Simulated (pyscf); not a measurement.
Thermochemistry of product channels of Cl–GaH–Cl + H• on the doublet surface, in kJ/mol, from ωB97M-D3(BJ)/def2-TZVP energies (ideal gas, 1 atm, RRHO with modes under 100 cm⁻¹ raised to 100, one conformer, R ln 2 for rigid chiral ones). PySCF, gas phase, ωB97X-D3(BJ)/def2-SVP geometries.

```
products              ΔE  ΔH(298 K)  ΔG(600 K)  ΔG(900 K)
----------------  ------  ---------  ---------  ---------
Cl• + Cl–GaH₂          ?     +100.1      +95.9          ?
HCl + [Cl–GaH]•    -11.5       -2.4      -26.6      -35.9
[Cl–Ga–Cl]• + H₂  -114.2     -105.8     -116.5     -120.7
```

Task: Fill in the missing entries.

Result: 
- Cl• + Cl–GaH₂, ΔE: +89.0
- Cl• + Cl–GaH₂, ΔG(900 K): +95.7

These are energies of the channels, which say nothing of barriers. Left out: orbital degeneracy and the spin-orbit lowering of Cl. Elements up to Kr have no core potential and no relativistic terms here.
